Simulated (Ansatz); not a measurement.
Basis-set extrapolation for CH4O3, SMILES `OC(O)O` (PBE0-D4/def2-TZVP geometry, frozen core, Ansatz 0.2.0). Multiplicity 1, RHF reference.

```csv
,def2-TZVPP,def2-QZVPP
HF,-264.908129,-264.920501
MP2 correlation,-0.890065,-0.960602
CCSD(T) correlation,-0.935919,not run
```

Energies in hartree. Use E(X) = E(∞) + A·exp(−7.88·√X) for Hartree–Fock and E(X) = E(∞) + B·X^(−2.97) for correlation, with X = 3 and 4, and add CCSD(T) minus MP2 of the smaller set to the MP2 limit.

Q: What is the CCSD(T) energy at the basis-set limit?

A: HF limit: -264.920501 + (-0.012372) × 0.13774 = -264.92221. MP2 limit: -0.960602 + (-0.070537) × 0.74074 = -1.01285. Higher-order term: -0.935919 − (-0.890065) = -0.04585. Total: -265.98091 hartree, 359.3 kJ/mol below CCSD(T)/def2-TZVPP.
